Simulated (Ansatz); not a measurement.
# BH4+ (triplet): the correlation ladder, def2-TZVPP

One table from this session's results is given with a row withheld; the runs are named, their logs left out.

Method: def2-TZVPP, core rule «outside noble gas», up to 1 orbitals frozen; program: Ansatz 0.2.0, Gaussian basis.

Plan: UHF; ROHF; CCSD(T) on UHF.

2 further runs of the same task are left out: 2 set aside as unsound or not needed.

**The geometry**

The geometry is a PBE0/def2-TZVP stationary point (not a proven minimum).

5 atoms, charge 1, spin multiplicity 3.

Atoms are counted from 1 here; the program's logs count them from 0.

Bond lengths: B1–H2 1.256 Å, B1–H3 1.256 Å, B1–H4 1.256 Å, B1–H5 1.256 Å. Angles: H2–B1–H3 65.3°, H2–B1–H4 135.2°, H2–B1–H5 135.2°, H3–B1–H4 135.2°, H3–B1–H5 135.2°, H4–B1–H5 65.3°.

Set-up of the first run:

The input, in.yaml:

```yaml
crystal:
  periodic: [false, false, false]
  atoms:
    - {symbol: B, position_ang: [0.000000, 0.000000, 0.000000]}
    - {symbol: H, position_ang: [0.472475, 0.486295, 1.057304]}
    - {symbol: H, position_ang: [-0.485791, -0.470884, 1.058245]}
    - {symbol: H, position_ang: [-0.471913, 0.471402, -1.064277]}
    - {symbol: H, position_ang: [0.485229, -0.486813, -1.051272]}
basis:
  gaussian: {orbitals: def2-TZVPP}
total_charge: 1
magnetization: {spin_polarized: true, initial_magnetization: 2}
hamiltonian: {xc: hf}
output: {orbitals: {seedname: orbitals}}
```

The run is started by

```console
> ansatz run in.yaml --threads 1 --pin off --events-out ev --progress --plain --max-ram 4096MiB --backend cpu
```

Steps of the session up to this table: UHF; ROHF; CCSD(T) on UHF.

One of the session's tables, all rows but one given; the rest of the session is left out.

It belongs to the step «Misses and costs». 

```
  method  from UCCSD(T) (kcal/mol)
    ROHF                         ?
     UHF                    +81.21
    UMP2                    +15.88
   UCCSD                     +1.95
UCCSD(T)                         0
```

Q: Estimate the row for ROHF from the others.

The run gave: from UCCSD(T) (kcal/mol): +85.28. In the column «from UCCSD(T) (kcal/mol)» it is the highest.
